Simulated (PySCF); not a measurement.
1,2-dichloro-1-fluoroethane, C2H3Cl2F, SMILES F[C@H](Cl)CCl, point group C1.

Force field and properties: B3LYP/pcSseg-1 (PySCF, grid level 2). Vibrational terms come from second-order perturbation theory with semi-diagonal cubic constants, by steps of ±0.6 along the normal coordinates of each isotopologue. The parent has the commonest isotopes.

Equilibrium geometry (Å):

```tsv
atom	x	y	z
F1	-0.8612	1.4177	0.5533
C2	-0.6475	0.3068	-0.2056
Cl3	-1.9786	-0.8843	0.1197
C4	0.6730	-0.3374	0.1528
Cl5	2.0519	0.7424	-0.3002
H6	-0.7227	0.5820	-1.2591
H7	0.7232	-0.5136	1.2284
H8	0.7980	-1.2759	-0.3876
```

Problem. Give the equilibrium and ground-state rotational constants (MHz) of parent; ²H at 7.

Solution. 
```json
{"species": "parent", "Ae": "7588.8", "Be": "1446.7", "Ce": "1260.7", "A0": "7533.7", "B0": "1438.4", "C0": "1253", "Δ0 (u Å²)": "-15.099", "harmonic ZPE (cm⁻¹)": "10981"}
{"species": "²H at 7", "Ae": "7324.4", "Be": "1437.5", "Ce": "1258.9", "A0": "7274.7", "B0": "1429.4", "C0": "1251.3", "Δ0 (u Å²)": "-19.163", "harmonic ZPE (cm⁻¹)": "10248"}
```

Δ0 = Ic − Ia − Ib from the ground-state constants.

Problem. How is the parent's vibrational correction B0 − Be made up?

Solution. 
```json
{"axis": "a", "harmonic": "16.4", "Coriolis": "-7.93", "cubic": "-63.5", "total (MHz)": "-55"}
{"axis": "b", "harmonic": "1.26", "Coriolis": "-0.323", "cubic": "-9.24", "total (MHz)": "-8.31"}
{"axis": "c", "harmonic": "0.51", "Coriolis": "-0.225", "cubic": "-8.01", "total (MHz)": "-7.72"}
```

Problem. And its quartic centrifugal distortion constants from the harmonic force field?

Solution. Asymmetric top, A reduction, Ir representation: ΔJ = 0.119 kHz, ΔJK = 2.06 kHz, ΔK = 17.2 kHz, δJ = 0.0136 kHz, δK = 0.996 kHz.

Problem. Which nuclear quadrupole couplings χaa, χbb, χcc (MHz) does the parent show, at equilibrium and averaged?

Solution. 35Cl at 3: -59.5, 23.5, 36.0 and -59.2, 23.4, 35.9; 35Cl at 5: -66.6, 32.5, 34.1 and -66.1, 32.5, 33.7.

A mode lies under 250 cm⁻¹, where this perturbation treatment is rough. Internal rotors are held in one well.
